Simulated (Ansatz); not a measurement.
# CH3B (SMILES B[CH]): the vertical ionisation energy, rung by rung

CH3B: 5 atoms, total charge 0, spin state triplet. As SMILES, `B[CH]`. Geometry: relaxed at GFN2-xTB.

| atom | x (Å) | y (Å) | z (Å) |
| --- | --- | --- | --- |
| B | -0.3524 | -0.4014 | -0.0714 |
| C | 0.5075 | 0.7795 | -0.1420 |
| H | -0.3085 | -1.1182 | 0.8668 |
| H | -1.1046 | -0.6727 | -0.9314 |
| H | 1.2581 | 1.4128 | 0.2779 |

Quantity: the vertical ionisation energy (to the doublet cation), in eV. The values are calculated.

```tsv
level	kind	program	value (eV)	CPU time (all runs)
U-r2SCAN0/STO-3G	hybrid meta-GGA	Ansatz	8.63	5.9 s
U-wB97M-V/STO-3G	range-separated hybrid	Ansatz	8.29	32 s
UHSE06/STO-3G	range-separated hybrid	Ansatz	8.45	3.1 s
UB2PLYP/STO-3G	double hybrid	Ansatz	8.14	2.8 s
UCCSD/STO-3G	coupled cluster or CI	Ansatz	?	0.3 s
UCCSDT/STO-3G	coupled cluster or CI	Ansatz	7.67	0.94 s
UCCSDTQ/STO-3G	coupled cluster or CI	Ansatz	7.67	24 s
FCI/STO-3G	exact in the basis	Ansatz	7.67	2.1 s
```

Question: Estimate what the levels marked ? give.

Answer: As computed at these levels: UCCSD/STO-3G: 7.73 eV. The values span 7.67 to 8.63 eV. All rows use very small basis sets, so even the best lies far from the true value. Times are those of the runs behind each value, whatever else they computed, on shared processors of several kinds: orders of magnitude only.
